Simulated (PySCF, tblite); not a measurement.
Species: C3H5ClO.
Numbering: `[CH3:1][O:2]/[CH:3]=[CH:4]\[Cl:5]` (hydrogens: H6, H7, H8 on C1; H9 on C3; H10 on C4)

Computed geometry: GFN2-xTB, gas phase.

Q: What internal coordinates does the optimisation give?

A: 
```
               bond  length (Å)
              C1–O2       1.414
              O2–C3       1.342
              C3=C4       1.329
             C4–Cl5       1.735
C1–H6, C1–H7, C1–H8       1.091
              C3–H9       1.084
             C4–H10       1.076
```

Bonds in one row agree within 0.01 Å and their mean is given. A selection of angles:
```
     angle  degrees
  O2–C1–H6    105.4
  O2–C1–H7    111.4
  H6–C1–H7    109.5
  C1–O2–C3    119.9
  O2–C3–C4    133.8
  O2–C3–H9    109.1
  C4–C3–H9    117.1
 C3–C4–Cl5    128.2
 C3–C4–H10    119.6
Cl5–C4–H10    112.2
```

Torsions: C1–O2–C3–C4 0° (synperiplanar); O2–C3–C4–Cl5 0° (synperiplanar).

Of the pairs four or more bonds apart, C1···Cl5 is among the closest relative to their van der Waals radii: 3.09 Å, 90 % of the sum of Bondi's values. The C–O distances run from 1.342 Å (O2–C3, drawn single) to 1.414 Å (C1–O2, drawn single), a spread of 0.072 Å. The 5 heavy atoms lie in one plane (0.001 Å rms).

Point group: Cs (every atom within 0.08 Å of its image). Its GFN2-xTB frequencies are all real (lowest 114 cm⁻¹). One conformer, not necessarily the lowest.
